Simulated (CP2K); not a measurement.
# doublet C2H5NO+: UMP2/cc-pVDZ

Aim: the energy of doublet C2H5NO+. 

The calculation is run with CP2K 2026.2.

## (1) The system as given

C2H5NO+ has 9 atoms, charge +1, and is taken as a doublet. SMILES of the parent species: `CNC=O`. The shape is that of a PBE0-D4/def2-TZVP optimisation. That shape belongs to the parent species and isn't relaxed for this state.

Bond lengths: C1–N2 1.441 Å, N2–C3 1.351 Å, C3–O4 1.209 Å, C1–H5 1.093 Å, C1–H6 1.093 Å, C1–H7 1.089 Å, N2–H8 1.005 Å, C3–H9 1.106 Å. Some angles: C1–N2–C3 122.9°, N2–C3–O4 125.5°, C1–N2–H8 119.4°, C3–N2–H8 117.6°, N2–C1–H5 111.3°, N2–C1–H6 111.3°, N2–C1–H7 107.5°, N2–C3–H9 112.0°, O4–C3–H9 122.5°, H5–C1–H6 108.9°.

## (2) A single-point energy at UMP2/cc-pVDZ

File gas.inp:

```
&GLOBAL
  PROJECT gas
  RUN_TYPE ENERGY
  PRINT_LEVEL MEDIUM
&END

&FORCE_EVAL
  METHOD Quickstep
  &DFT
    BASIS_SET_FILE_NAME ./cc_pvdz.basis
    POTENTIAL_FILE_NAME POTENTIAL
    CHARGE 1
    MULTIPLICITY 2
    UKS T
    &QS
      METHOD GAPW
      EPS_DEFAULT 1.0E-10
    &END
    &MGRID
      CUTOFF 280
      REL_CUTOFF 50
      NGRIDS 4
    &END
    &POISSON
      PERIODIC NONE
      POISSON_SOLVER MULTIPOLE
    &END
    &SCF
      SCF_GUESS ATOMIC
      EPS_SCF 1.0E-06
      MAX_SCF 50
      &OT ON
        MINIMIZER DIIS
        PRECONDITIONER FULL_SINGLE_INVERSE
      &END
      &OUTER_SCF
        EPS_SCF 1.0E-06
        MAX_SCF 8
      &END
    &END
    &XC
      &XC_FUNCTIONAL NONE
      &END
      &HF
        FRACTION 1
        &SCREENING
          EPS_SCHWARZ 1.0E-10
          SCREEN_ON_INITIAL_P F
        &END
        &INTERACTION_POTENTIAL
          POTENTIAL_TYPE COULOMB
        &END
        &MEMORY
          MAX_MEMORY 1050
        &END
      &END
      &WF_CORRELATION
        &MP2
          METHOD DIRECT_CANONICAL
        &END
        MEMORY 900
      &END
    &END
    &PRINT
      &MOMENTS
        PERIODIC F
        REFERENCE COM
        MAX_MOMENT 1
      &END
      &MO_CUBES
        NLUMO 3
        NHOMO -1
        WRITE_CUBE F
      &END
      &LOWDIN ON
      &END
      &HIRSHFELD OFF
      &END
    &END
  &END
  &SUBSYS
    &CELL
      ABC [angstrom] 9.8 9.7 10.6
      PERIODIC NONE
    &END
    &COORD
      C     -0.320000     0.595900    -0.882400
      N     -0.338700    -0.404500     0.154300
      C      0.657300    -0.546900     1.055200
      O      1.660900     0.125800     1.103700
      H     -0.361800     0.139400    -1.874400
      H     -1.155500     1.292800    -0.777800
      H      0.613100     1.148900    -0.787900
      H     -1.123200    -1.028900     0.223800
      H      0.456500    -1.368700     1.768300
    &END
    &TOPOLOGY
      &CENTER_COORDINATES
      &END
    &END
    &KIND C
      BASIS_SET cc-pVDZ
      POTENTIAL ALL
      LEBEDEV_GRID 194
      RADIAL_GRID 100
    &END
    &KIND N
      BASIS_SET cc-pVDZ
      POTENTIAL ALL
      LEBEDEV_GRID 194
      RADIAL_GRID 100
    &END
    &KIND O
      BASIS_SET cc-pVDZ
      POTENTIAL ALL
      LEBEDEV_GRID 194
      RADIAL_GRID 100
    &END
    &KIND H
      BASIS_SET cc-pVDZ
      POTENTIAL ALL
      LEBEDEV_GRID 194
      RADIAL_GRID 100
    &END
  &END
&END
```

Run with:

```
$ OMP_NUM_THREADS=1 cp2k.psmp -i gas.inp -o gas.out
```

**Question.** What will come out? Wanted: total energy; HOMO energy; LUMO energy; correlation energy; ⟨S²⟩ of the reference determinant.

Computed results:

At UMP2/cc-pVDZ:

| quantity | value |
| --- | --- |
| total energy | -208.23998 Eh |
| HOMO energy (Hartree–Fock orbitals) (highest over α and β) | -19.33 eV |
| LUMO energy (Hartree–Fock orbitals) (lowest over α and β) | -6.28 eV |
| correlation energy | -566.4 mEh |
| ⟨S²⟩ of the reference determinant | 0.988 |

In words: ⟨S²⟩ is 0.99 where a pure doublet has 0.75: the reference is spin-contaminated.
